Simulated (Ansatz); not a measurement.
## Structure relaxation of Pb3O2

Level of theory: Ansatz 0.2.0, DFT PBE, scalar-relativistic, plane waves, PAW. Cutoff 420 eV, Γ-centred k mesh, Gaussian smearing, no spin polarisation in the final step.

A relaxed cell is given with its space group left out.

```yaml
crystal:
  lattice:
    - [3.52943, 0.00000, 0.00000]
    - [-1.76472, 3.05658, 0.00000]
    - [0.00000, 0.00000, 9.71322]
  atoms:
    - { symbol: Pb, position: [0.00000, 0.00000, 0.00000] }
    - { symbol: Pb, position: [0.33333, 0.66667, 0.66594] }
    - { symbol: Pb, position: [0.66667, 0.33333, 0.33406] }
    - { symbol: O, position: [0.33333, 0.66667, 0.17491] }
    - { symbol: O, position: [0.66667, 0.33333, 0.82509] }
```

Energies over the elements count from the elements' standard structures at the same level (O₂ as a molecule), with no empirical corrections.

Task: What space group does it have?

Result: P-3m1 (No. 164). Conventional cell: a = 3.529 Å, c = 9.713 Å. Pb on Wyckoff site a (1 atom of the primitive cell) has 6 O at 2.65 Å; Pb on Wyckoff site d (2 atoms of the primitive cell) is coordinated by 3 O at 2.56 Å; O has 6 Pb at 2.56–2.65 Å.

Task: What is its formation energy per atom?

Result: -0.62 eV/atom.

Task: Is it a metal?

Result: Yes, bands cross the Fermi level on the 12×12×4 mesh.

The final run used a 12×12×4 mesh on its 5-atom cell and 0.10 eV smearing. The k mesh leaves about 4 meV/atom of noise in metals. Spin–orbit coupling is left out. The cell came from a trial start, so Pb3O2 may not exist in this structure.

Cost: 3 runs of about 3.4 core-minutes in all, on Intel Xeon Platinum 8488C (Sapphire Rapids) (shared hosts).